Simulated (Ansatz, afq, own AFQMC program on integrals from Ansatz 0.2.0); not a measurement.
## Rh, quartet → Rh, sextet

A free Rh atom.

E(sextet, charge +0) − E(quartet, charge +0) at this geometry, on UHF and UHF determinants.

Basis def2-TZVPP with its core potentials. Only valence electrons are correlated. Ansatz 0.2.0 and our own AFQMC program on the same integrals; the CISD trial comes from CCSD amplitudes, and released means the phaseless constraint is let go. Uncertainties: one standard error, sampling alone. No spin–orbit coupling. The metal's outer-core s and p shells are frozen, which shifts wave-function levels against functionals. The errors of all members are added in quadrature.

No full CI on the walks' own integrals is used here; CCSDT(Q) serves as the reference and is uncertain by about the last step of the cluster series. Each member takes its own surest rung, up to full CI.

Errors are counted within def2-TZVPP, not against nature.

Cautions: no spin-orbit coupling; outer-core shells of the metal frozen; Rh (quartet): the released energies move by 1.5 errors or more from one time to the next, so no released level is given (meV from the phaseless value at times in 1/Eh: -6.1 ± 2.2 at 0.60, -11.2 ± 2.2 at 1.20, -7 ± 3 at 2.00, -16 ± 5 at 3.00, -8 ± 8 at 4.20), though the last usable value meets CCSDT(Q) within the noise; Rh (sextet): another spin lies lower, the released energies have errors that jump between times, so the bars are unsure, so no released level is given (meV from the phaseless value at times in 1/Eh: -7.3 ± 1.5 at 0.60, -6.2 ± 1.1 at 1.20, -23 ± 17 at 2.00, -8 ± 3 at 3.00, -17 ± 4 at 4.20), though the last usable value meets CCSDT(Q) within the noise, its ph-AFQMC/CISD value lies 22.6 ± 1.3 meV above CCSDT(Q).

```tsv
level	vertical spin gap (kcal/mol)
MP2	101.7
HF	66.6
```

(1) From these cheaper values, estimate the vertical spin gap at the reference level in def2-TZVPP.

(1) 98.1 kcal/mol (CCSDT(Q) in def2-TZVPP).

| level | vertical spin gap (kcal/mol) | error against CCSDT(Q) (kcal/mol) |
| --- | --- | --- |
| CCSD | 96.4 | -1.7 |
| CCSD(T) | 98.5 | 0.4 |
| CCSDT | 98.1 | 0.0 |
| ph-AFQMC/CISD | 98.3 ± 0.08 | 0.2 ± 0.08 |

Correlation beyond CCSD(T) takes off 0.4 kcal/mol. The perturbative (T) step is worth +2.1 kcal/mol.
